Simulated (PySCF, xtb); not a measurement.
chloromethane (CH₃Cl), SMILES CCl.

GFN2-xTB in xtb at its own geometry gives an orbital gap of 7.02 eV and a dipole moment of 2.04 D.

The structure is a stationary point at ωB97X-D3(BJ)/def2-TZVP.

Task: What does PySCF with ωB97X/def2-TZVPD give? (An estimate is asked for; the answer gives what the named calculation found.)

Result: gap 12.96 eV (levels -10.97 and 1.99 eV), dipole 1.95 D.
